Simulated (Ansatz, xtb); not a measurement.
## CH2MgSi: which of two structures lies lower

We compare I, a singlet given by its coordinates, with II, a singlet given by its coordinates. Both are isolated molecules in the gas phase, relaxed with PBE0-D4/def2-TZVP.

I (Å):

```xyz
5

C     0.3626    0.5428    0.3042
Mg   -1.2986   -1.5924   -1.6916
Si    1.0077   -0.2964   -1.0645
H     1.0468    1.2033    0.8446
H    -0.6286    0.5378    0.7448
```

Close contacts (Å): C1–Si3 1.73, Mg2–Si3 2.72, C1–H4 1.09, C1–H5 1.08.

II (Å):

```yaml
atoms:
  - { symbol: C, position_ang: [-0.5864, -0.6570, 1.5350] }
  - { symbol: Mg, position_ang: [0.6094, -0.3909, -0.2214] }
  - { symbol: Si, position_ang: [-1.8247, -1.3402, 0.6764] }
  - { symbol: H, position_ang: [1.8293, -0.0171, -1.3412] }
  - { symbol: H, position_ang: [0.0353, -0.2584, 2.3305] }
```

Close contacts (Å): C1–Mg2 2.14, C1–Si3 1.65, Mg2–Si3 2.76, C1–H5 1.09, Mg2–H4 1.70.

Quicker runs give these differences E(II) − E(I): GFN2-xTB +4.6 kcal/mol; HF/STO-3G −12.5 kcal/mol (at GFN2-xTB geometries); r2SCAN-D4/def2-SVP +4.7 kcal/mol (at GFN2-xTB geometries).

Problem. Which of the two would you expect CCSD(T)/def2-TZVPP electronic energies to favour?

Solution. Structure II; the calculation gives E(II) − E(I) = −4.3 kcal/mol.

Level by level:

| level | geometry | E(II) − E(I) (kcal/mol) | departure from the last row (kcal/mol) | job, with rough time for the two |
| --- | --- | --- | --- | --- |
| GFN2-xTB | GFN2-xTB | +4.6 | +8.9 | optimisation, 0.24 s |
| HF/STO-3G | GFN2-xTB | −12.5 | −8.2 | single point, 0.16 s |
| r2SCAN-D4/def2-SVP | GFN2-xTB | +4.7 | +9.0 | single point, 2.1 s |
| PBE0-D4/def2-TZVP | PBE0-D4/def2-TZVP | +0.3 | +4.7 | optimisation, 23 s |
| HF/def2-TZVPP | PBE0-D4/def2-TZVP | −6.1 | −1.7 | part of the CCSD(T) run |
| MP2/def2-TZVPP | PBE0-D4/def2-TZVP | −8.9 | −4.6 | part of the CCSD(T) run |
| CCSD(T)/def2-TZVPP | PBE0-D4/def2-TZVP | −4.3 |  | single point, 22 s |

GFN2-xTB, r2SCAN-D4/def2-SVP put the two in the other order. PBE0-D4/def2-TZVP finds them nearly level. The largest departure from CCSD(T)/def2-TZVPP is that of r2SCAN-D4/def2-SVP, 9.0 kcal/mol.

With harmonic frequencies from PBE0-D4/def2-TZVP (ideal gas, rigid rotor, one conformer each, 400 K, 1 atm): the zero-point term adds −2.9 kcal/mol; ΔH is −7.1 and ΔG −6.7 kcal/mol.

The correlated steps freeze 7 core orbitals; the last core shell of Mg is correlated, in a basis made for valence electrons. Programs: Ansatz 0.2.0, xtb 6.7.1; the last row on 2 threads of Arm Neoverse V1 on a shared host.
